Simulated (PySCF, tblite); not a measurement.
# chloride and acetonitrile

A gas-phase complex of chloride and acetonitrile; charge -1, singlet. The structure comes from a short search (6 tight-binding starts) and was relaxed by PBE0-D3(BJ)/def2-TZVPD; another way of binding may lie lower. No frequency run checks that it is a minimum.

Parts: 1 = chloride ([Cl-]), atoms 1, charge -1; 2 = acetonitrile (CC#N), atoms 2–7.

```xyz
7

Cl    0.290    0.102   -0.140
C    -2.882   -0.664   -0.691
C    -3.407   -1.726   -1.517
N    -3.839   -2.568   -2.174
H    -1.770   -0.622   -0.676
H    -3.241    0.300   -1.057
H    -3.219   -0.798    0.339
```
(Å; atoms numbered from 1)

Contacts between parts, classed by geometry: H5···Cl1 2.249 Å (C–H hydrogen bond, 158°).

Interaction energies are complex less parts, with the parts frozen as they stand in it; counterpoise-corrected, in kcal/mol (PySCF). The CCSD(T) estimate is Hartree-Fock/aug-cc-pVQZ, plus the MP2 correlation part extrapolated as X⁻³ from aug-cc-pVTZ and aug-cc-pVQZ, plus CCSD(T) less MP2 in aug-cc-pVDZ; noble-gas cores are frozen. It isn't the exact limit.

(1) How strongly do the parts interact, level by level?

(2) What holds them together? Decompose the wB97M-D3(BJ)/def2-TZVPD energy: frozen parts, their antisymmetrised product, then relaxation.

The parts were also relaxed and run alone, at the levels used for the complex: shieldings by PBE0/aug-pcSseg-2; core levels by delta-SCF with SCAN, aug-pcX-2 on the ionised atom and aug-pcseg-1 elsewhere, spin-free X2C (2p3/2 is the spin-free 2p value less a third of a first-order spin-orbit splitting).

(3) What does binding change?

## Answers

(1) 
```
                         level  interaction  superposition error removed
      Hartree-Fock/aug-cc-pVQZ       -11.45                            -
       wB97M-D3(BJ)/def2-TZVPD       -14.27                        -0.09
        PBE0-D3(BJ)/def2-TZVPD       -15.52                        -0.10
               MP2/aug-cc-pVQZ       -14.47                        -0.41
CCSD(T), estimated basis limit       -14.35                            -
```

(2) electrostatic -18.8, Pauli repulsion +14.2, orbital relaxation -8.9, dispersion correction -0.9 kcal/mol, which sum to the value before the counterpoise correction; the Pauli term holds the exchange-correlation of the frozen density too. Of the attraction, 66 % is electrostatic, 31 % is orbital relaxation, 3 % is dispersion correction.

(3) 
```tsv
property	alone	in the complex	change
C2–H5 bond (Å)	1.091	1.112	+0.021
shielding of H5 (ppm)	29.71	22.92	-6.79
shielding of Cl1 (ppm)	1149.3	1044.7	-104.6
shielding of C2 (ppm)	185.0	181.3	-3.8
Cl1 2p3/2 core level (eV)	196.90	197.69	+0.79
C2 1s core level (eV)	292.72	287.94	-4.78
```
